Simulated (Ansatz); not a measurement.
A barrier at the coupled-cluster level

Start structure (CH$_{4}$OSi, singlet), relaxed at PBE0-D4/def2-TZVP:

H1  (-0.979, -2.300, -0.685)
O2  (-0.869, -1.373, -0.463)
Si3  (0.685, -0.957, -0.041)
C4  (0.355, 0.877, 0.262)
H5  (1.231, 1.402, 0.647)
H6  (-0.478, 1.004, 0.962)
H7  (0.055, 1.348, -0.682)
(Å)

The step: CH₄OSi ([CH3][Si][OH]) → CH₄OSi ([CH3][SiH][O]); bonds formed: H1–Si3; bonds broken: H1–O2. Program: Ansatz 0.2.0. Basis: def2-TZVPP and def2-QZVPP. Cores are frozen in the correlated methods. Extrapolation: Hartree–Fock as exp(−7.88 √X), correlation as X^−2.97. Energies below are by CCSD(T) at an estimated basis limit (MP2 extrapolated from triple and quadruple zeta, plus CCSD(T) − MP2 in triple zeta).

Q: What are the electronic barrier and the energy of the step, from the start structure to the end structure? (Judge from chemistry; the value comes from the calculation.)

A: By the calculation: Barrier 240.7 kJ/mol; step energy 0.5 kJ/mol (uphill); reverse barrier, their difference, 240.3 kJ/mol. Barrier and step energy count from the start structure, the reverse barrier from the end structure.

The saddle point: One imaginary mode of 1562i cm⁻¹.
```
  pair  start (Å)  saddle (Å)  end (Å)
H1–Si3       2.23        1.53     1.49
 H1–O2       0.96        1.48     2.63
```

Zero-point energy (harmonic, PBE0-D4): ZPE is 130.7 kJ/mol at the start and 114.6 kJ/mol at the saddle, so the barrier goes from 240.7 to 224.7 kJ/mol.

The T1 diagnostic stays at or below 0.026. The T1 diagnostic is large here, which may signal multireference character or strong orbital relaxation, so CCSD(T) is less sure. The restricted Hartree–Fock reference is unstable towards an unrestricted one at one or more of these structures.

Labels in which every atom is bracketed show which atoms are joined, not bond orders.

For scale, one of the runs: CCSD(T)/def2-TZVPP, 160 basis functions, launched by `ansatz run in.yaml --threads 2 --pin off --events-out ev --progress --plain --max-ram 4352MiB`. Hardware: 2 CPU threads of an Arm Neoverse V1, shared host. Wall time 21 s; peak host memory 1.1 GiB.
